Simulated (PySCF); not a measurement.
Species: C₆H₆.
Structure used (PBE0-D3(BJ)/def2-TZVP), in Å, numbered top down from 1:
```
atom  x, y, z in Å
C1     0.343    0.662   -1.170
C2     0.850   -0.605   -0.920
C3     0.509   -1.271    0.249
C4    -0.338   -0.669    1.168
C5    -0.844    0.599    0.919
C6    -0.503    1.264   -0.250
H7     0.610    1.182   -2.084
H8     1.512   -1.075   -1.638
H9     0.906   -2.261    0.444
H10   -0.602   -1.188    2.082
H11   -1.504    1.069    1.638
H12   -0.899    2.255   -0.445
```

The closed-shell ground state was solved at several levels (PySCF, density fitting, gas phase, non-relativistic). Isolated species at its PBE0-D3(BJ)/def2-TZVP geometry, gas phase. The dipole stays under 0.02 D at every level.

| level | basis functions | total energy (Eh) | HOMO (eV) | LUMO (eV) | gap (eV) |
| --- | --- | --- | --- | --- | --- |
| B97-2/pcSseg-2 | 300 | -232.2457 | -7.07 | -0.26 | 6.81 |
| wB97X-D/pcSseg-2 | 300 | -232.2449 | -9.09 | 1.52 | 10.61 |
| PBE0/pcSseg-2 | 300 | -232.0461 | -7.33 | -0.23 | 7.10 |

Task: What might KT3/pcSseg-2 (300 basis functions) give for the same quantities?

Result: Total energy -236.1953 Eh, HOMO -6.31 eV, LUMO -1.08 eV, gap 5.23 eV.

Task: Over all these levels, which gives the widest orbital gap and which the narrowest?

Result: wB97X-D/pcSseg-2 (range-separated hybrid) has the widest, 10.61 eV, and KT3/pcSseg-2 (GGA) the narrowest, 5.23 eV. From the narrowest to the widest the HOMO moves by -2.78 eV and the LUMO by +2.60 eV.

Task: In the pcSseg-2 basis, how does the gap go with the fixed share of exact exchange?

Result: KT3 (0 %) 5.23 eV; B97-2 (21 %) 6.81 eV; PBE0 (25 %) 7.10 eV. Each rise in the share widens the gap here.

Note: wB97X-D ran without an empirical dispersion term, which enters the total energy and its gradient alone.
